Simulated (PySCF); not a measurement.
Worked example for methylamine: proton affinity at atom N2

Structure: `CN` (CH5N). Coordinates in Å; atoms count from 1 in this order:
```
C    -0.5513    0.0920   -0.0388
N     0.8651   -0.0688   -0.2862
H    -1.1239   -0.5898   -0.6879
H    -0.8639    1.1135   -0.3090
H    -0.8914   -0.0878    1.0034
H     1.1647   -1.0106   -0.0435
H     1.4040    0.5588    0.3066
```

Energies: M06-2X/def2-TZVP (PySCF, density fitting, integration grid level 3) on PBE0-D3(BJ)/def2-SVP structures. Thermal corrections: PBE0-D3(BJ)/def2-SVP frequencies, unscaled, ideal gas at 298.15 K and 1 bar, quasi-RRHO entropy.

Step: `C[NH3+]` → `CN` + H⁺.

| species | charge | multiplicity | E / Eh |
| --- | --- | --- | --- |
| `C[NH3+]` | 1 | 1 | -96.195206 |
| `CN` | 0 | 1 | -95.842172 |

Thermal terms, products less reactant: Δ(H − E) = -33.85 kJ/mol, Δ(G − E) = -68.27 kJ/mol (the bare proton has no electronic energy, H = 5/2 RT). 1 Eh = 2625.50 kJ/mol.

Question: What are ΔE, ΔH and ΔG of this step?

Answer: ΔE = 0.353034 Eh = 926.89 kJ/mol; ΔH = 893.0 kJ/mol; ΔG = 858.6 kJ/mol, all in the gas phase at 298.15 K and 1 bar. The digits show the arithmetic; the method itself can be off by 10 kJ/mol or more. The Active Thermochemical Tables (1.112) give ΔH = 899.4 kJ/mol.
